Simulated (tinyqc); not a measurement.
Stretching all distances: RHF, UHF, MP2, CISD and CCSD against full CI in the sto-3g basis, for LiH, spin multiplicity 1. Computed by the program tinyqc with PySCF. Command: `OMP_NUM_THREADS=1 python tinyqc.py 112085 112086 out.jsonl`; one thread of a shared host (Intel(R) Xeon(R) Processor @ 2.60GHz), about 10 s.

Geometry (angstrom):
```
atom       x       y       z
Li    0.0000  0.0000  0.0000
H     0.0000  0.0000  1.5270
```

All coordinates are multiplied by the scale. c0^2 is the weight of the RHF determinant in the lowest singlet FCI state (UHF is spin-contaminated and may lie near states of higher spin) and n(LUMO) the first natural occupation beyond the occupied space.

Full CI energy (hartree) and errors against it (kcal/mol):
```
scale   distance 1-2 (angstrom)     E(FCI)       RHF      UHF      MP2    CISD    CCSD  <S^2> UHF    c0^2  n(LUMO)
0.9200                   1.4048  -7.878754   11.2697  11.2697   3.9314  0.0068  0.0052     0.0000  0.9795   0.0328
1.1400                   1.7408  -7.877635   14.5236  14.5236   5.6163  0.0099  0.0079     0.0000  0.9679   0.0539
1.3500                   2.0614  -7.856436   20.2581  20.1481   8.6802  0.0151  0.0123     0.1047  0.9420   0.0982
1.5600                   2.3821  -7.831920   29.0580  18.0850  13.5331  0.0247  0.0208     0.6733  0.8910   0.1818
1.7800                   2.7181  -7.810786   41.9862  11.3595  20.6190  0.0406  0.0359     0.8615  0.8037   0.3240
2.0000                   3.0540  -7.797130   57.9005   6.0777  28.4922  0.0593  0.0537     0.9371  0.7047   0.4967
2.2100                   3.3747  -7.789897   73.7356   3.1617  34.3051  0.0738  0.0666     0.9698  0.6314   0.6434
2.4300                   3.7106  -7.785997   88.8899   1.5905  36.5389  0.0837  0.0745     0.9861  0.5823   0.7583
2.6400                   4.0313  -7.784149  101.0421   0.8562  34.4156  0.0891  0.0786     0.9935  0.5533   0.8354
```

UHF parts from RHF first at scale 1.35 of those listed, where <S^2> leaves zero. The weight c0^2 goes from 0.98 to 0.55 and n(LUMO) from 0.03 to 0.84: static correlation grows as the bonds break into open-shell fragments. The spread of the error along the curve, which distorts its shape, is CCSD 0.1, CISD 0.1, UHF 19.3, MP2 32.6, RHF 89.8 kcal/mol.
